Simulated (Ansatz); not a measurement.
Correlation energies of B₂ClH₃, SMILES `BBCl` by basis set

Z-matrix (Å, degrees):
```
B
B 1 1.654
H 1 1.198 2 121.6
H 1 1.198 2 121.7 3 179.5
Cl 2 1.753 1 117.9 3 -89.7
H 2 1.196 1 126.1 3 90.3
```

Charge 0, multiplicity 1. The structure was optimised at the PBE0-D4/def2-TZVP level. Frozen core, restricted reference, the Gaussian-basis code of Ansatz. CBS rows extrapolate triple and quadruple zeta; past MP2 they add the triple-zeta difference.

```
     basis     HF (Eh)  MP2 corr.
  def2-SVP  -510.42597   -0.29461
def2-TZVPP  -510.63886   -0.38437
def2-QZVPP  -510.65399   -0.41649
```

Task: Estimate the CCSD correlation energy and the (T) correction in each basis where they were run (hartree).

Result: 
```json
{"basis": "def2-SVP", "CCSD corr.": "-0.33677", "(T)": "-0.00814"}
{"basis": "def2-TZVPP", "CCSD corr.": "-0.42790", "(T)": "-0.01635"}
{"basis": "CBS(def2)", "CCSD corr.": "-0.48381", "(T)": "as TZ"}
```
